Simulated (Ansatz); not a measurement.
Geometry optimisation, Ansatz 0.2.0, UKS PBE0-D4/6-31G.

The input (input.yaml):

```yaml
crystal:
  periodic: [false, false, false]
  atoms:
    - { symbol: O, position_ang: [-0.465, -1.5438, 0.7305] }
    - { symbol: C, position_ang: [-0.3585, -0.4276, 0.1547] }
    - { symbol: S, position_ang: [1.1801, 0.3531, 0.0427] }
    - { symbol: H, position_ang: [-1.1166, 0.1234, -0.3239] }
    - { symbol: H, position_ang: [0.8098, 1.4213, -0.6453] }
magnetization:
  spin_polarized: true
basis:
  gaussian: { orbitals: "6-31G" }
hamiltonian:
  xc: pbe0
  dispersion: d4
relax:
  f_tol: 0.02
  max_steps: 40
output:
  orbitals: {}
```

Run as:

```bash
$ ansatz run input.yaml --threads 1 --pin off --max-ram 2048MiB --backend cpu --events-out ev --progress --plain --runs-dir out
```

**Question.** Where does it end, and by what steps?

**Answer.** The forces met the threshold. Limits of this set-up: no polarisation functions. After 6 steps the energy has fallen by 0.259 eV; S3 moved furthest, 0.09 Å.

```csv
step,energy less start (eV),largest force component (eV/Å),accepted
0,0.0000,3.610,yes
1,-0.0442,2.599,yes
2,-0.1805,1.635,yes
3,-0.1532,0.891,no
4,-0.2578,0.106,yes
5,-0.2585,0.038,yes
6,-0.2585,0.009,yes
```

```xyz
5
Properties=species:S:1:pos:R:3
O -0.507 -1.537 0.727
C -0.360 -0.467 0.165
S 1.271 0.372 0.045
H -1.168 0.096 -0.319
H 0.814 1.463 -0.658
```

Run time: 13 s on 1 thread of Arm Neoverse V2, with other jobs on the host, peak memory 0.14 GiB.
